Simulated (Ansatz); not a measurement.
Z-matrix (Å, degrees):
```
C
C 1 1.489
H 1 1.090 2 111.5
H 1 1.094 2 111.1 3 -120.6
H 1 1.094 2 111.1 3 120.5
C 2 1.323 1 124.9 3 1.5
H 2 1.083 1 119.5 3 179.7
O 6 1.332 2 125.4 1 173.6
F 6 1.344 2 121.8 1 -3.3
C 8 1.423 6 115.6 2 129.1
H 10 1.088 8 106.1 6 -176.9
H 10 1.091 8 111.2 6 63.9
H 10 1.094 8 110.4 6 -58.1
```

Total charge 0; spin multiplicity 1.

(1) List the r2SCAN/def2-TZVPP orbital energies in eV (Ansatz). (Best estimate.)

## Answers

(1) Computed: Occupied: -666.68, -516.83, -276.31, -274.58, -272.92, -272.85, -32.55, -28.31, -20.69, -18.96, -17.11, -15.12, -13.94, -12.66, -12.54, -11.44, -11.03, -10.28, -10.17, -10.04, -9.14, -9.00, -7.71, -5.60. Lowest empty: 0.29, 1.41, 1.92, 2.24, 2.92, 3.13, 3.38, 3.58.
